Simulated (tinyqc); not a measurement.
Orbital energy against energy difference: ionisation energy by orbital energies and by energy differences in the 6-31g* basis, for LiH, spin multiplicity 1. Computed by the program tinyqc with PySCF. The cation is unrestricted; errors are against CCSD(T) in this basis, not against experiment.

Geometry (angstrom):
```
atom,x,y,z
Li,0.0000,0.0000,0.0000
H,0.0000,0.0000,1.3820
```

CCSD(T) difference in the same basis = 7.9268 eV

IP-EOM-CCSD = 7.9266 eV

First vertical ionisation energy (eV):
```
method,-e(HOMO),E(cation) - E,error of -e(HOMO),error of the difference
HF,8.4749,7.335746,0.5481,-0.5911
LDA,4.5242,8.543119,-3.4026,0.6163
PBE,4.5165,8.385528,-3.4104,0.4587
B3LYP,5.5008,8.631331,-2.4260,0.7045
PBE0,5.6363,8.344452,-2.2905,0.4176
LC-wPBE,8.4040,8.426842,0.4771,0.5000
```

Estimate the missing row, method = CAM-B3LYP.

Computed row:
```
method     -e(HOMO)  E(cation) - E  error of -e(HOMO)  error of the difference
CAM-B3LYP    7.0762       8.615770            -0.8506                   0.6889
```

Koopmans errs by +0.55 eV and Delta-HF by -0.59 eV: relaxation, 1.14 eV, lowers the value and the missing correlation difference works against it. The PBE level is off by -3.4 eV through the wrong tail of its potential, though its energy difference is off by +0.46 eV; exact exchange deepens the level, and among the orbital energies LC-wPBE comes closest; among the differences PBE0 does.
